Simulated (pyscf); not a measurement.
F–CH₂–F (SMILES FCF) + F–C:–F (SMILES F[C]F) [singlet] -> F–C(F)=C(F)–F (SMILES FC(F)=C(F)F) + H₂ (SMILES [H][H]), a concerted two-bond exchange (singlet surface; C–H, C–H broken, C–C, H–H formed). Structures and frequencies: ωB97X-D3(BJ)/def2-SVP in PySCF. Energies in eV from the separated reactants.

Small-basis levels: PySCF, no dispersion term, spherical d functions. 

**Question.** Quick HF/6-31G* single points give ΔE‡ = 5.43 eV and ΔE = +0.39 eV. What does ωB97M-D3(BJ)/def2-TZVP give, and how far is the quick result from it?

**Answer.** ωB97M-D3(BJ)/def2-TZVP gives ΔE‡ = 3.71 eV and ΔE = -0.06 eV. HF/6-31G* lies 1.71 eV over it in the barrier and 0.45 eV over it in the reaction energy, so on this step it does not hold to within 0.13 eV. ωB97M-D3(BJ)/def2-TZVP has limits of its own. The same reactants have a lower exit, to F–CH(F)–CH(F)–F (barrier +1.72 eV at ωB97M-D3(BJ), against +3.71 eV here). One saddle was located; it need not be the lowest between these sides. One closed-shell reference is unstable to symmetry breaking; treat the single-reference values with care.
